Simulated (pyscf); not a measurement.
## Four-centre exchange: H₂N–B(Cl)–Cl + HF → H₂N–B(Cl)–Cl + HF

Gas phase, singlet surface, charge 0. Bonds broken: N1–H5, F7–H8. Bonds formed: N1–H8, H5–F7. Optimised with ωB97X-D3(BJ)/def2-SVP in PySCF. MP2 and CC: frozen core, UHF for open shells. ΔMP2 is the change of the MP2 total energy from the triple- to the quadruple-zeta basis.

Transition state (Å):

```xyz
8

N      0.5939     0.7006     0.2215
B     -0.2358     0.8987    -0.9327
Cl     0.3207     1.9184    -2.2474
Cl    -1.7972     0.1284    -1.0329
H      0.0439     0.5792     1.2780
H      1.4974     1.1691     0.2371
F     -0.0749    -0.5735     1.8926
H      0.5456    -0.3707     0.7541
```

One imaginary mode, 2075i cm⁻¹; descent along it reached the two sides named, in the forms told below.

| bond | change | reactant side (Å) | saddle | product side |
|---|---|---|---|---|
| N1–H5 | breaks | 1.017 | 1.197 | 2.8 |
| F7–H8 | breaks | 0.934 | 1.312 | 1.992 |
| N1–H8 | forms | 2.8 | 1.197 | 1.017 |
| H5–F7 | forms | 1.992 | 1.312 | 0.934 |

Electronic energies relative to the separated reactants (kcal/mol):

```json
[
 {"level": "ωB97X-D3(BJ)/def2-TZVP", "barrier": "42.4", "reaction energy": "0.0", "reverse barrier": "42.4"},
 {"level": "PBE/def2-TZVP", "barrier": "33.9", "reaction energy": "0.0", "reverse barrier": "33.9"},
 {"level": "r²SCAN/def2-TZVP", "barrier": "37.4", "reaction energy": "0.0", "reverse barrier": "37.4"},
 {"level": "B3LYP-D3(BJ)/def2-TZVP", "barrier": "40.4", "reaction energy": "0.0", "reverse barrier": "40.4"},
 {"level": "PBE0-D3(BJ)/def2-TZVP", "barrier": "39.0", "reaction energy": "0.0", "reverse barrier": "39.0"},
 {"level": "M06-2X/def2-TZVP", "barrier": "42.8", "reaction energy": "0.0", "reverse barrier": "42.8"},
 {"level": "ωB97M-D3(BJ)/def2-TZVP", "barrier": "41.9", "reaction energy": "0.0", "reverse barrier": "41.9"},
 {"level": "HF/def2-TZVP", "barrier": "62.0", "reaction energy": "0.0", "reverse barrier": "62.0"},
 {"level": "MP2/def2-QZVPP", "barrier": "43.9", "reaction energy": "0.0", "reverse barrier": "43.9"},
 {"level": "CCSD/def2-TZVPP", "barrier": "48.7", "reaction energy": "0.0", "reverse barrier": "48.7"},
 {"level": "CCSD(T)/def2-TZVPP", "barrier": "45.6", "reaction energy": "0.0", "reverse barrier": "45.6"},
 {"level": "CCSD(T)/def2-TZVPP + ΔMP2(QZVPP)", "barrier": "45.7", "reaction energy": "0.0", "reverse barrier": "45.7"}
]
```

With CCSD(T)/def2-TZVPP + ΔMP2(QZVPP) energies and thermal terms (ideal gas, 1 atm, RRHO with modes under 100 cm⁻¹ raised to 100, one conformer, R ln 2 for chiral ones without a mode under 150 cm⁻¹), in kcal/mol:

| T (K) | ΔH‡ | ΔG‡ | ΔH | ΔG |
|---|---|---|---|---|
| 298 | 43.3 | 52.6 | 0.0 | 0.0 |
| 600 | 42.7 | 62.2 | 0.0 | 0.0 |
| 900 | 42.9 | 72.0 | 0.0 | 0.0 |
| 1200 | 43.4 | 81.6 | 0.0 | 0.0 |

On the reactant side the descent ends in a complex, 6.3 kcal/mol under the separated species and 48.7 kcal/mol under the saddle at ωB97X-D3(BJ)/def2-TZVP. On the product side the descent ends in a complex, 6.3 kcal/mol under the separated species and 48.7 kcal/mol under the saddle at ωB97X-D3(BJ)/def2-TZVP. The same reactants have a lower exit, to NH₃ + F–B(Cl)–Cl (barrier +12.4 kcal/mol at ωB97M-D3(BJ), against +41.9 kcal/mol here). One saddle was located; it need not be the lowest between these sides. The CCSD(T) − MP2 part came from Ansatz, without density fitting, on the same reference.
